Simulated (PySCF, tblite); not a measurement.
# C2H3Cl2O radical, a small gas-phase stand-in for a defect centre (C site with back bonds C, Cl, Cl): EPR parameters

Aim: the EPR parameters of `CC([O])(Cl)Cl`. It is drawn as: oxygen hole.

Computed with tblite 0.8.0 and PySCF 2.14.0; each step states its level. No surroundings beyond the atoms listed, unless a continuum is named. Atoms count from 0, parts from 1.

### 1 The system as given

8 atoms, charge 0, multiplicity 2; geometry: distance geometry start.

### 2 Geometry optimisation with GFN1-xTB

Job settings and geometry (Å):

```
{"job": {"kind": "relax", "xc": "GFN1-xTB", "basis": "xTB"}, "charge": 0, "multiplicity": 2}
C      0.662575     0.102072    -0.064290
C     -0.826459    -0.148824     0.127849
Cl     1.510566    -1.313834    -0.669370
Cl     0.928072     1.491433    -1.074042
O      1.243898     0.367884     1.199889
H     -1.312947     0.689175    -0.418050
H     -1.162618    -1.081690    -0.329676
H     -1.054961    -0.090845     1.223242
```

Method: GFN1-xTB geometry optimisation, gas phase.

Started as:

```bash
$ OMP_NUM_THREADS=1 python cluster_run.py task.json out
```

The driver reads the jobs from task.json and runs them one after another.

Log:

```text
step      E/eV     max force
  0    -515.18036    5.215
  1    -515.70814    2.641
  2    -515.75229    4.480
  3    -515.85947    0.784
  4    -515.90040    0.707
  5    -515.94124    0.422
  6    -515.94714    0.350
  7    -515.96240    0.261
  8    -515.96515    0.187
  9    -515.96957    0.141
 10    -515.97123    0.135
 11    -515.97283    0.098
 12    -515.97335    0.069
 13    -515.97381    0.071
 14    -515.97427    0.078
 15    -515.97468    0.067
 16    -515.97492    0.046
 17    -515.97513    0.054
 18    -515.97545    0.068
 19    -515.97594    0.081
 20    -515.97652    0.089
 21    -515.97715    0.083
 22    -515.97800    0.128
 23    -515.97959    0.206
 24    -515.98239    0.326
 25    -515.98720    0.433
 26    -515.99790    0.497
 27    -516.01269    0.407
 28    -516.01684    0.931
 29    -516.04920    0.543
 30    -516.06981    0.534
 31    -516.08406    0.577
 32    -516.09944    0.551
 33    -516.10685    0.277
 34    -516.11369    0.251
 35    -516.11816    0.275
 36    -516.12646    0.213
 37    -516.13013    0.167
 38    -516.13228    0.112
 39    -516.13335    0.090
 40    -516.13410    0.080
 41    -516.13470    0.062
 42    -516.13507    0.047
 43    -516.13523    0.042
 44    -516.13534    0.044
 45    -516.13548    0.038
 46    -516.13562    0.028
 47    -516.13570    0.016
 48    -516.13572    0.008
```

It took 0.67 s on 1 thread of Arm Neoverse V1, shared host.

Relaxation path:

| step | energy from step 0 (eV) | largest force (eV/Å) |
| --- | --- | --- |
| 0 | 0.0000 | 5.2151 |
| 2 | -0.5719 | 4.4806 |
| 4 | -0.7200 | 0.7072 |
| 6 | -0.7668 | 0.3497 |
| 8 | -0.7848 | 0.1861 |
| 10 | -0.7909 | 0.1356 |
| 12 | -0.7930 | 0.0688 |
| 14 | -0.7939 | 0.0779 |
| 16 | -0.7946 | 0.0461 |
| 18 | -0.7951 | 0.0684 |
| 20 | -0.7962 | 0.0887 |
| 22 | -0.7976 | 0.1275 |
| 24 | -0.8020 | 0.3263 |
| 26 | -0.8175 | 0.4974 |
| 28 | -0.8365 | 0.9310 |
| 30 | -0.8895 | 0.5337 |
| 32 | -0.9191 | 0.5505 |
| 34 | -0.9333 | 0.2504 |
| 36 | -0.9461 | 0.2128 |
| 38 | -0.9519 | 0.1119 |
| 40 | -0.9537 | 0.0802 |
| 42 | -0.9547 | 0.0472 |
| 44 | -0.9550 | 0.0451 |
| 46 | -0.9553 | 0.0289 |
| 48 | -0.9554 | 0.0079 |

Close pairs (by a distance rule), those that changed most:

| bond | before (Å) | after (Å) | change (Å) |
| --- | --- | --- | --- |
| C0–O4 | 1.417 | 1.221 | -0.195 |
| C0–Cl3 | 1.738 | 1.836 | +0.099 |
| C0–C1 | 1.522 | 1.602 | +0.080 |
| C0–Cl2 | 1.758 | 1.835 | +0.078 |
| C1–H7 | 1.120 | 1.086 | -0.035 |
| C1–H5 | 1.112 | 1.086 | -0.026 |
| C1–H6 | 1.092 | 1.083 | -0.009 |

### 3 Optimising the geometry at PBE0-D3(BJ)/def2-SVP

Job settings and geometry (Å):

```
{"job": {"xc": "PBE0", "basis": "def2-SVP", "d3": "d3bj", "grid": 2, "kind": "geom", "shake": 0.01}, "charge": 0, "multiplicity": 2}
C      0.777360     0.177316     0.102941
C     -0.818007    -0.124337     0.106153
Cl     1.410440    -1.470189    -0.261546
Cl     0.915830     1.165600    -1.464991
O      1.141529     0.746007     1.107745
H     -1.316601     0.840257     0.233113
H     -1.099104    -0.606649    -0.813716
H     -0.965370    -0.756556     0.962400
```

Log:

```text
step   0  E = -1072.68748350  max force = 0.061484
step   1  E = -1072.69669126  max force = 0.022893
step   2  E = -1072.69875153  max force = 0.013880
step   3  E = -1072.69949535  max force = 0.006753
step   4  E = -1072.69959830  max force = 0.004867
step   5  E = -1072.69962849  max force = 0.002464
step   6  E = -1072.69963959  max force = 0.000266
optimisation converged
```

It took 49 s on 1 thread of Arm Neoverse V1, shared host; peak memory 0.49 GiB.

The steps of the relaxation:

```csv
step,energy from step 0 (eV),largest force component (eV/Å)
0,0.0000,3.1616
1,-0.2506,1.1772
2,-0.3066,0.7137
3,-0.3269,0.3473
4,-0.3297,0.2503
5,-0.3305,0.1267
6,-0.3308,0.0137
```

Close pairs (by a distance rule), those that changed most:

```csv
bond,before (Å),after (Å),change (Å)
C0–O4,1.211,1.303,+0.092
C0–C1,1.624,1.539,-0.085
C0–Cl3,1.859,1.816,-0.043
C1–H7,1.075,1.097,+0.023
C1–H6,1.076,1.098,+0.022
C0–Cl2,1.802,1.814,+0.012
C1–H5,1.093,1.097,+0.004
```

The end geometry stands in the next job.

| at the end point | value |
| --- | --- |
| point group (found at 0.08 Å tolerance) | Cs |
| rotational constants (GHz, main isotopes) | 3.958, 2.601, 2.141 |
| dipole moment (D) | 2.26 |
| ⟨S²⟩ | 0.754 |

### 4 g tensor and hyperfine couplings: B3LYP/IGLO-III+pcH-1

Job settings and geometry (Å):

```
{"job": {"kind": "epr"}, "charge": 0, "multiplicity": 2}
C      0.629870     0.193147     0.074761
C     -0.858397    -0.089989     0.345130
Cl     1.501137    -1.382560    -0.147769
Cl     0.782688     1.122046    -1.478155
O      1.080391     0.865213     1.096112
H     -1.395160     0.861753     0.446754
H     -1.237145    -0.650106    -0.519750
H     -0.953995    -0.689821     1.259064
```

Method: UKS B3LYP, IGLO-III on C Cl O, pcH-1 on H, non-relativistic, mean-field spin-orbit, GIAO.

Log:

```text
UKS, coarse grid
  cycle   1  E = -1073.50418021  |g| = 6.38e-01
  cycle   2  E = -1072.51876642  |g| = 1.70e+00
  cycle   3  E = -1073.66794216  |g| = 1.47e-01
  cycle   4  E = -1073.66820132  |g| = 1.86e-01
  cycle   5  E = -1073.68286779  |g| = 5.53e-02
  cycle   6  E = -1073.68431126  |g| = 2.80e-02
  cycle   7  E = -1073.68485563  |g| = 5.69e-03
  cycle   8  E = -1073.68487791  |g| = 2.80e-03
  cycle   9  E = -1073.68488243  |g| = 8.72e-04
UKS, final grid
  cycle   1  E = -1073.68486118  |g| = 9.36e-04
  cycle   2  E = -1073.68486082  |g| = 1.42e-03
  cycle   3  E = -1073.68486176  |g| = 1.90e-04
  cycle   4  E = -1073.68486178  |g| = 1.06e-04
  cycle   5  E = -1073.68486180  |g| = 2.52e-05
  cycle   6  E = -1073.68486180  |g| = 1.13e-05
E = -1073.68486180 Eh   <S^2> = 0.7544 (exact 0.7500)
g shifts (ppm)      1          2          3
  rmc          -306       -306       -306
  gc             47         -0         55
  oz_so        7197       9173      34732
  total        6938       8870      34485
hyperfine (MHz)  atom isotope    a_iso     a_fc   dipolar eigenvalues
    0   13C     -31.16     -31.16     -7.24     -2.53      9.77
    1   13C      70.42      70.42    -12.35    -11.97     24.32
    2  35Cl      -3.20      -3.20    -11.04     -9.59     20.63
    3  35Cl      -3.22      -3.22    -11.08     -9.64     20.71
    4   17O     -46.15     -46.15   -249.57    123.13    126.44
    5    1H      -8.79      -8.79     -8.24     -2.74     10.97
    6    1H      57.29      57.29     -6.22     -2.24      8.46
    7    1H      -8.89      -8.89     -8.19     -2.72     10.91
```

It took 32 s on 1 thread of Arm Neoverse V1, shared host; peak memory 0.85 GiB.

Principal g values 2.00926, 2.01119, 2.03680; g(iso) = 2.01908, against 2.00232 for a free electron. They are not to be trusted: the run shows nearly degenerate orbitals, where second-order g theory doesn't apply.

Mean a(iso) over the nuclei that a row names, and the largest dipolar term of the row (other rows stand at the frozen geometry):

| nuclei | isotope | a(iso) (MHz) | a(iso) (G, at g = 2.0023) | largest dipolar term (MHz) |
| --- | --- | --- | --- | --- |
| C1 | 13C | 70.4 | 25.1 | 24.3 |
| H6 | 1H | 57.3 | 20.4 | 8.5 |
| O4 | 17O | -46.2 | -16.5 | -249.6 |
| C0 | 13C | -31.2 | -11.1 | 9.8 |
| H5, H7 | 1H | -8.8 | -3.2 | 11.0 |
| Cl2, Cl3 | 35Cl | -3.2 | -1.1 | 20.7 |

Mulliken spin populations:

| atom | value (e) |
| --- | --- |
| C0 | -0.06 |
| C1 | 0.10 |
| Cl2 | 0.04 |
| Cl3 | 0.04 |
| O4 | 0.85 |
| H5 | 0.00 |
| H6 | 0.02 |
| H7 | 0.00 |

Orbitals, density, ELF and potential are computed afterwards from the orbital file.

ELF in a plane through or near 4 of the atoms.

Ten even steps from ' ' (0.00) to '@' (1.00):
```
                                                        
                                                        
            ..::::----::..                              
        ..--==++********==::                            
      ::==**##%%%%%%%%##**--      ..--::..              
    ..--++##%%%%%%%%%%##++::    ::##%%%%++..            
    ::==**##%%%%%%%%##++--..  ==@@@@@@@@@@##..          
    ..==++**####****++--::..::##@@@@@@@@@@##::          
      ..::::::----++**++======##@@@@@@@@%%++..          
              ..--++::::::####--==####**--..            
              ..--++::....####====##%%**--..            
      ..::------==++**++======##@@@@@@@@%%++..          
    ..==++**####****++==::  ..##@@@@@@@@@@%%::          
    ::==**##%%%%%%%%##**--..  --%%@@@@@@@@**..          
    ..--++##%%%%%%%%%%##++::    ::**%%##==..            
      ::==++####%%%%%%##**--      ..::..                
        ..--==++******++==::                            
            ....::::::::..                              
                                                        
                                                        
```
The map spans 8.0 Å across and 8.1 Å up, centred on the molecule. Atoms in the plane (x, y in Å): C0 (-0.7, 0.0), C1 (0.8, 0.0), H5 (1.3, 0.9), H7 (1.3, -0.9).

log10 of the density (e/Å³) in the same plane.

Values, 10 rows by 14 columns:
```
-4.0 -4.0 -4.0 -3.9 -3.7 -3.7 -4.0 -4.0 -4.0 -4.0 -4.0 -4.0 -4.0 -4.0
-4.0 -3.6 -2.7 -2.1 -1.9 -1.9 -2.2 -3.0 -3.5 -3.7 -3.9 -4.0 -4.0 -4.0
-3.7 -2.5 -1.6 -1.0 -0.6 -0.7 -1.2 -2.0 -2.2 -2.2 -2.6 -3.2 -3.9 -4.0
-3.3 -2.2 -1.3 -0.5 -0.1 -0.2 -0.8 -1.3 -0.9 -0.9 -1.5 -2.4 -3.4 -4.0
-3.4 -2.4 -1.6 -1.0 -0.4 -0.1 -0.2 -0.3  0.1  0.1 -0.9 -2.0 -3.1 -4.0
-3.5 -2.6 -1.9 -1.2 -0.5  0.2  0.3  0.0  0.2 -0.1 -1.0 -2.0 -3.0 -4.0
-3.3 -2.2 -1.3 -0.6 -0.2 -0.2 -0.7 -0.9 -0.2 -0.1 -1.1 -2.2 -3.2 -4.0
-3.5 -2.3 -1.4 -0.8 -0.3 -0.5 -1.0 -1.8 -1.7 -1.7 -2.2 -2.9 -3.7 -4.0
-3.8 -3.0 -2.1 -1.6 -1.3 -1.3 -1.7 -2.5 -2.9 -3.1 -3.4 -3.8 -4.0 -4.0
-4.0 -4.0 -3.6 -3.1 -2.8 -2.8 -3.1 -3.9 -4.0 -4.0 -4.0 -4.0 -4.0 -4.0
```
The map spans 8.0 Å across and 8.1 Å up, centred on the molecule. Atoms in the plane (x, y in Å): C0 (-0.7, 0.0), C1 (0.8, 0.0), H5 (1.3, 0.9), H7 (1.3, -0.9).

On the surface of density 0.002 e/bohr³ the electrostatic potential runs, from the 1st to the 99th percentile, from -0.69 V near O4 to 1.28 V near H6.

The spin density lies nearest to O4 73 %; C0, C1 about 7 % each.

### 5 EPR parameters: BHandHLYP/IGLO-III+pcH-1

Settings changed since step 4:

```diff
@@ -1,2 +1,2 @@
-{"job": {"kind": "epr"}, "charge": 0, "multiplicity": 2}
+{"job": {"kind": "epr", "xc": "BHandHLYP"}, "charge": 0, "multiplicity": 2}
 C      0.629870     0.193147     0.074761
```

With the program's defaults for keys left out, this is: UKS BHandHLYP, IGLO-III on C Cl O, pcH-1 on H, non-relativistic, mean-field spin-orbit, GIAO.

Log:

```text
UKS, coarse grid
  cycle   1  E = -1073.35254696  |g| = 6.22e-01
  cycle   2  E = -1073.12537444  |g| = 1.07e+00
  cycle   3  E = -1073.54656079  |g| = 9.09e-02
  cycle   4  E = -1073.55591885  |g| = 7.59e-02
  cycle   5  E = -1073.55977946  |g| = 2.95e-02
  cycle   6  E = -1073.56172280  |g| = 1.00e-02
  cycle   7  E = -1073.56193300  |g| = 4.67e-03
  cycle   8  E = -1073.56196440  |g| = 2.40e-03
  cycle   9  E = -1073.56197574  |g| = 8.66e-04
  cycle  10  E = -1073.56197728  |g| = 4.79e-04
UKS, final grid
  cycle   1  E = -1073.56196270  |g| = 3.73e-04
  cycle   2  E = -1073.56196282  |g| = 3.17e-04
  cycle   3  E = -1073.56196289  |g| = 1.25e-04
  cycle   4  E = -1073.56196294  |g| = 9.05e-05
  cycle   5  E = -1073.56196295  |g| = 1.59e-05
E = -1073.56196295 Eh   <S^2> = 0.7567 (exact 0.7500)
g shifts (ppm)      1          2          3
  rmc          -313       -313       -313
  gc             -3         52         55
  oz_so        4281       5387      39247
  total        3966       5127      38991
hyperfine (MHz)  atom isotope    a_iso     a_fc   dipolar eigenvalues
    0   13C     -46.19     -46.19     -5.78     -5.32     11.10
    1   13C      69.10      69.10    -10.24     -9.70     19.93
    2  35Cl      -3.06      -3.06     -8.90     -7.84     16.74
    3  35Cl      -3.08      -3.08     -8.92     -7.87     16.80
    4   17O     -72.34     -72.34   -265.70    131.06    134.64
    5    1H      -8.46      -8.46     -7.65     -3.01     10.66
    6    1H      45.46      45.46     -5.34     -1.86      7.20
    7    1H      -8.59      -8.59     -7.60     -2.99     10.60
```

Run time: 29 s. Hardware: 1 thread of Arm Neoverse V1, shared host; peak memory 0.85 GiB.

In short: g(iso) 2.01835, not to be trusted: the run shows nearly degenerate orbitals, where second-order g theory doesn't apply.

### 6 Side by side: EPR parameters

g, ⟨S²⟩ and isotropic hyperfine couplings (MHz), with basis size and wall time; * marks a run flagged for spin contamination, instability or a large g shift:

```csv
run,g(iso),⟨S²⟩,13C C1,1H H6,17O O4,13C C0,1H H5 (mean),functions,time
B3LYP/IGLO-III+pcH-1*,2.01908,0.754,70.4,57.3,-46.2,-31.2,-8.8,223,32 s
BHandHLYP/IGLO-III+pcH-1*,2.01835,0.757,69.1,45.5,-72.3,-46.2,-8.5,223,29 s
```

### 7 Results

```
                                                                  quantity                 value
                                                               point group                    Cs
                                      rotational constants (main isotopes)  3.96, 2.60, 2.14 GHz
                                                            g(iso) (B3LYP)               2.01908
                                                                      ⟨S²⟩    0.754 (exact 0.75)
                                        largest a(iso) (averaged by class)   13C on C1, 70.4 MHz
potential on the surface of density 0.002 e/bohr³, 1st and 99th percentile    -0.69 V and 1.28 V
```

**Reading.** The start of the PBE0/def2-SVP relaxation was shaken at random by about 0.01 Å, so part of the energy gained, and of the first lengths quoted, undoes that. Relaxing lowered the energy by 0.331 eV in 6 steps; the close pair that moved most is C0–O4, from 1.211 to 1.303 Å (PBE0/def2-SVP). No frequency check was run at this level, so the end point may be a saddle. O4 carries the largest spin population, 0.85 e. The isotropic g lies 16.8 ppt above the free-electron value. These values are not to be trusted: the run shows nearly degenerate orbitals, where second-order g theory doesn't apply.
